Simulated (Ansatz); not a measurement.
Geometry optimisation, Ansatz, RKS PBE/def2-SVP.

The input (input.yaml):

```yaml
crystal:
  periodic: [false, false, false]
  atoms:
    - { symbol: Al, position_ang: [-1.006712, -0.419358, 0.579508] }
    - { symbol: H, position_ang: [1.553234, 0.237684, 1.381729] }
    - { symbol: C, position_ang: [2.13039, 0.056098, 0.452459] }
    - { symbol: H, position_ang: [2.078747, -1.018404, 0.185608] }
    - { symbol: H, position_ang: [1.726515, 0.665251, -0.379717] }
    - { symbol: H, position_ang: [3.188905, 0.331769, 0.632075] }
    - { symbol: Cl, position_ang: [-1.078881, 0.14686, -1.53106] }
basis:
  gaussian: { orbitals: def2-SVP }
hamiltonian:
  xc: pbe
relax:
  f_tol: 0.03
  max_steps: 50
```

Launched with:

```bash
$ ansatz run input.yaml --threads 1 --pin off --max-ram 2048MiB --backend cpu --events-out ev --progress --plain --runs-dir out
```

**Question.** Where does it end, and by what steps?

**Answer.** It converged. After 8 steps the energy has fallen by 0.058 eV; Al1 moved furthest, 0.67 Å.

```tsv
step	energy less start (eV)	largest force component (eV/Å)	accepted
0	0.0000	0.196	yes
1	-0.0350	0.114	yes
2	-0.0480	0.086	yes
3	-0.0527	0.042	yes
4	-0.0541	0.157	yes
5	-0.0560	0.080	yes
6	-0.0574	0.038	yes
7	-0.0580	0.041	yes
8	-0.0584	0.030	yes
```

```xyz
7
Properties=species:S:1:pos:R:3
Al -1.648 -0.410 0.402
H 1.793 0.150 1.472
C 2.302 0.007 0.500
H 2.607 -1.053 0.399
H 1.617 0.276 -0.328
H 3.199 0.654 0.460
Cl -1.277 0.376 -1.586
```

Whether the end is a true minimum wasn't checked by a vibrational analysis.

Run time: 33 s on 1 thread of Intel(R) Xeon(R) Processor @ 2.50GHz (Skylake/Cascade Lake) (shared host), peak memory 0.14 GiB.
